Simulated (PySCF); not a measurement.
## What builds the first ionisation energy along the alkaline earths

All values are computed (PySCF 2.14, energy differences of UHF-based or UKS calculations, no spin-orbit coupling). Each column adds one step, in eV (sums use unrounded values): valence MP2, valence CCSD, valence triples, then the next inner shell at CCSD(T) (Be 1s, Mg 2s 2p, Ca 3s 3p, Sr 4s 4p, Ba 5s 5p). References (NIST) marked * lie between the lowest fine-structure levels; the others compare directly ((s) semi-empirical, (t) theoretical).

```tsv
element	UHF	+ MP2	+ CCSD	+ (T)	+ inner shell	sum	reference
Be [He] 2s2 → [He] 2s1 (def2-QZVPPD, non-relativistic)	8.043	0.764	0.476	0.000	0.008	9.291	9.323
Mg [Ne] 3s2 → [Ne] 3s1 (def2-QZVPPD, non-relativistic)	6.606	0.642	0.278	0.000	0.085	7.610	7.646
Ca [Ar] 4s2 → [Ar] 4s1 (def2-QZVPPD, non-relativistic)	5.117	0.551	0.232	0.000	0.161	6.061	6.113
Sr [Kr] 5s2 → [Kr] 5s1 (def2-QZVPPD with the def2 core potential (28 electrons), ECP)	4.743	0.508	0.199	0.000	0.204	5.653	5.695
Ba [Xe] 6s2 → [Xe] 6s1 (def2-QZVPPD with the def2 core potential (46 electrons), ECP)	4.260	0.466	0.183	0.000	0.204	5.113	5.212
```

What remains against the references is mostly basis incompleteness.

These are valence bases, so the inner-shell step is incomplete.
